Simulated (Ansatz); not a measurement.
CCl2F (`F[C](Cl)Cl`) radical from Hartree–Fock to CCSD(T)

```xyz
4

F     0.750    0.730   -0.869
C     0.158   -0.192   -0.132
Cl   -1.489   -0.422   -0.520
Cl    0.581   -0.117    1.521
```

Charge 0, multiplicity 2. The geometry is a stationary point of PBE0-D4/def2-TZVP. Frozen core, unrestricted reference, the Gaussian-basis code of Ansatz. CBS rows extrapolate triple and quadruple zeta; past MP2 they add the triple-zeta difference.

```tsv
basis	HF (Eh)	MP2 corr.
def2-SVP	-1055.83463	-0.56129
def2-TZVPP	-1056.32684	-0.75832
def2-QZVPP	-1056.35844	-0.83152
```

(1) Estimate the CCSD correlation energy and the (T) correction in each basis where they were run (hartree).

## Answers

(1) 
```csv
basis,CCSD corr.,(T)
def2-SVP,-0.59192,-0.01430
def2-TZVPP,-0.79307,-0.03285
CBS(def2),-0.92049,as TZ
```
